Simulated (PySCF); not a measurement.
Bonds (- single, = double, # triple, : aromatic): C1-N2 1.438 Å, N2:C3 1.349 Å, C3:N4 1.315 Å, N4:C5 1.353 Å, C5:N6 1.321 Å, N6:N2 1.336 Å. C1 carries H7, H8, H9; C3 carries H10; C5 carries H11.

Geometry: PBE0-D3(BJ)/def2-SVP; GIAO absolute shieldings from PySCF, gas phase, non-relativistic, averaged over equivalent atoms.

At KT3/pcSseg-2 (286 basis functions, 52 s wall time on 1 thread of an Arm Neoverse V1, shared host):
```json
{"atoms": "C5", "σ (ppm)": "31.7"}
{"atoms": "C3", "σ (ppm)": "43.3"}
{"atoms": "C1", "σ (ppm)": "144.4"}
{"atoms": "N6", "σ (ppm)": "-54.3"}
{"atoms": "N4", "σ (ppm)": "-14.9"}
{"atoms": "N2", "σ (ppm)": "35.5"}
{"atoms": "H11", "σ (ppm)": "23.55"}
{"atoms": "H10", "σ (ppm)": "23.70"}
{"atoms": "H7/H8/H9", "σ (ppm)": "27.59"}
```

**Question.** Predict the values at PBE0/pcSseg-2 on the same geometry.

**Answer.** 
```
   atoms  σ at PBE0/pcSseg-2  change
      C5                22.3    -9.4
      C3                33.3   -10.0
      C1               147.0    +2.6
      N6               -72.8   -18.5
      N4               -31.4   -16.5
      N2                27.2    -8.3
     H11               23.33   -0.22
     H10               23.47   -0.23
H7/H8/H9               27.52   -0.07
```

The largest change is at N6 (pyridine-type nitrogen of an azole). Cost: 286 basis functions, 45 s wall time on 1 thread of an Arm Neoverse V1, shared host. The order of the carbon signals is the same at both levels.
